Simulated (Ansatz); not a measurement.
in.yaml

```yaml
crystal:
  periodic: [false, false, false]
  atoms:
    - {symbol: Al, position_ang: [0.000000, 0.000000, 0.000000]}
    - {symbol: O, position_ang: [0.000000, 0.000000, 1.784100]}
basis:
  gaussian: {orbitals: cc-pVDZ}
magnetization: {spin_polarized: false, initial_magnetization: 5}
correlation: {method: fci, electrons: outside_noble_gas}
```

```sh
$ ansatz run in.yaml --threads 2 --pin off --events-out ev --progress --plain --max-ram 49920MiB --backend cuda --devices 0, --max-vram 37GiB
```

The program prints:

```
543 factors; integrals over basis functions are off by at most 1.8e-7 eV
mean field evaluation 1: about -8610.2092 eV, gradient 2.2e1 eV
mean field evaluation 2: about -8610.2524 eV, gradient 2.2e1 eV
mean field evaluation 4: about -8613.3660 eV, gradient 2.2e0 eV
mean field evaluation 8: about -8613.4245 eV, gradient 1.1e-1 eV
mean field evaluation 16: about -8613.3112 eV, gradient 1.8e0 eV
mean field evaluation 32: about -8612.0977 eV, gradient 1.3e-3 eV
mean field -8613.42458380 eV, -316.5375150657 hartree, gradient 5.7e-6 eV, S^2 8.750000; 7 other end points of the search recorded, 0 dependent functions left out
mean field evaluation 64: about -8613.5872 eV, gradient 3.6e-4 eV
mean field evaluation 96: about -8612.2325 eV, gradient 3.3e-2 eV
6 core orbitals not correlated: weight in the atoms' cores, before any rotation towards them, 1.000 or more for the frozen orbitals, at most 0.000 for the correlated occupied ones
reference -8613.42458380 eV, -316.5375150657 hartree; 7, 2 occupied and 19, 24 virtual orbitals, 543 factors
state -8617.32810968 eV, -316.6809669961 hartree
Total energy: -8617.32810968 eV, -316.6809669961 hartree
```

Ran on 2 threads of AMD EPYC 7R13 with a shared H100 80 GB, shared host: 54 s wall, 3.8 GiB peak host memory.
